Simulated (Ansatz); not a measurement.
System: hcp Ti. Method: BLYP (Ansatz, a first-principles code, PAW).

Run with plane-wave cutoff 520 eV, 24×24×14 k mesh (along the axes of the cell as run), Fermi–Dirac smearing 0.028 eV (set by the program), no spin polarisation, scalar-relativistic PAW data made under PBE.

Computed at the level's own relaxed cell.

Hill averages of the elastic tensor: K = 105.5 GPa, G = 42.3 GPa. Volume 17.790 Å³/atom, mean atomic mass 47.867 u.

### Question
Work out the density, the sound velocities of a polycrystal and the elastic Debye temperature, and Pugh's ratio at this level.

### Answer
ρ = 1.66054 × 47.867/17.790 = 4.468 g/cm³. v_l = √[(K + 4G/3)/ρ] = 6.020 km/s and v_t = √(G/ρ) = 3.077 km/s. The mean follows from 3/v_m³ = 1/v_l³ + 2/v_t³: v_m = 3.447 km/s. Θ_D = (ħ/k_B) v_m (6π²/V)^(1/3) = 76.38 K Å s/km × 3.447 × 1.4931 Å⁻¹ = 393 K, counting all atoms of the cell. K/G = 2.49, to be set beside Pugh's rough bound of 1.75 between brittle and ductile metals.
